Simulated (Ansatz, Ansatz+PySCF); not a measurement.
```yaml
atoms:
  - { symbol: C, position_ang: [0.0000, 0.0000, -0.4533] }
  - { symbol: C, position_ang: [0.0000, 1.0946, 0.1942] }
  - { symbol: C, position_ang: [0.0000, -1.0946, 0.1942] }
  - { symbol: H, position_ang: [0.0000, 0.0000, -1.4604] }
  - { symbol: H, position_ang: [0.0000, 1.9866, -0.2788] }
  - { symbol: H, position_ang: [0.0000, 1.1074, 1.2039] }
  - { symbol: H, position_ang: [0.0000, -1.9866, -0.2788] }
  - { symbol: H, position_ang: [0.0000, -1.1074, 1.2039] }
```

RHF-MP2 on singlet C₃H₅(+) was run in several spherical basis sets with Ansatz (development build ahead of 0.2.0). Frozen core: 3 orbitals. Caution for RHF-MP2: no unrestricted run beside it, a lower state can exist.

Question: Rank the basis sets by the total energy that they give, lowest first, with the distance from the lowest.
A. 6-31G(d)
B. def2-SVP
C. def2-TZVP
D. cc-pVDZ

Answer: C (0.00 eV), D (3.15 eV), A (3.81 eV), B (5.64 eV).

Totals follow the description of the cores as much as that of the bonds, so this order isn't one of quality for chemistry.
